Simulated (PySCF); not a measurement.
Species: C₂HF.
Bonds: C1–C2 (triple), C2–F3. Hydrogens: H4 on C1.

Computed by this run: PBE0-D3(BJ)/def2-SVP geometry optimisation, gas phase (PySCF 2.14.0); density fitting, grid level 1; the optimiser is geomeTRIC in internal coordinates, started from a GFN2-xTB structure.

Step 0: E = -4795.1599 eV
```
atom  x, y, z in Å  |  force x, y, z in eV/Å
C1     -0.6168   -0.0386    0.0295   -0.083  -0.004   0.033
C2      0.4972   -0.0241   -0.3958    1.851   0.014  -0.707
F3      1.6959   -0.0102   -0.8541   -0.671   0.010   0.252
H4     -1.5945   -0.0466    0.4012   -1.097  -0.021   0.422
```

Step 1: E = -4795.1793 eV
```
atom  x, y, z in Å  |  force x, y, z in eV/Å
C1     -0.6109   -0.0371    0.0274   -0.172  -0.049   0.135
C2      0.5234   -0.0451   -0.3738   -0.097   0.169  -0.222
F3      1.6894    0.0029   -0.8720    0.157  -0.101   0.096
H4     -1.6201   -0.0400    0.3992    0.111  -0.019  -0.009
```

**Question.** Estimate the geometry and energy of step 2. (The exact step hangs on the optimiser's Hessian estimate; all steps are aligned on step 1, rigid shifts and turns removed.)

**Answer.** E = -4795.1855 eV, largest force 0.178 eV/Å
```
atom  x, y, z in Å  |  force x, y, z in eV/Å
C1     -0.6152   -0.0323    0.0217    0.054  -0.049   0.053
C2      0.5175   -0.0353   -0.3868   -0.077   0.101  -0.125
F3      1.6952   -0.0049   -0.8622    0.024  -0.056   0.076
H4     -1.6158   -0.0469    0.4081   -0.002   0.004  -0.004
```

The energy changes by -0.0061 eV. The first-order estimate −F·Δx gives -0.0080 eV and the mean of the old and new forces, exact on a quadratic surface, -0.0058 eV. The step makes an angle of 47° with the force vector and moves no atom by more than 0.017 Å.

The cost below is that of the whole optimisation. Time: 3.1 s of wall time; peak memory 0.26 GiB. Hardware: an Arm Neoverse V1 with one thread, on a shared host.
